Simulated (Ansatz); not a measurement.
Si₂H₂⁻, relaxed as a doublet with UKS r2SCAN-D4/def2-TZVPD in Ansatz, starting from the GFN1-xTB geometry. Force threshold 0.02 eV/Å.

The highest occupied level of the charge -1 doublet lies above zero (up to 0.24 eV). By energy differences its removal costs 2.14 eV (vertical, to the charge 0 triplet, at r2SCAN-D4/def2-TZVPD); a positive level beside a positive removal energy at the same level points to self-interaction error. The structure comes from a short search, and lower isomers may exist.

Start:

Cartesian coordinates in Å:
```
Si 0.1378 1.0744 0.0232
Si -0.1367 -1.0733 -0.0234
H -1.1746 1.6560 0.2797
H 1.1735 -1.6572 -0.2795
```

```json
{"step": "1", "energy (eV)": "-15785.1554", "largest force component (eV/Å)": "1.107", "SCF passes": "47"}
{"step": "2", "energy (eV)": "-15785.2251", "largest force component (eV/Å)": "0.456", "SCF passes": "56"}
{"step": "3", "energy (eV)": "-15785.2394", "largest force component (eV/Å)": "0.166", "SCF passes": "56"}
{"step": "4", "energy (eV)": "-15785.2417", "largest force component (eV/Å)": "0.015", "SCF passes": "57"}
```

Force components are those of the run's own axes.

End:

| atom | x (Å) | y (Å) | z (Å) |
| --- | --- | --- | --- |
| Si1 | 0.1433 | 1.0836 | 0.0226 |
| Si2 | -0.1431 | -1.0832 | -0.0226 |
| H3 | -1.2220 | 1.7195 | 0.2908 |
| H4 | 1.2218 | -1.7200 | -0.2908 |

By distances, no bond broke or formed. The bond that changes most is Si2–H4, from 1.46 to 1.53 Å (atoms count from 1).

No frequencies were taken in this run, so the end may be a saddle point.

Hardware: 4 threads of Intel Xeon Platinum 8259CL on a shared host. Wall time 13 s.
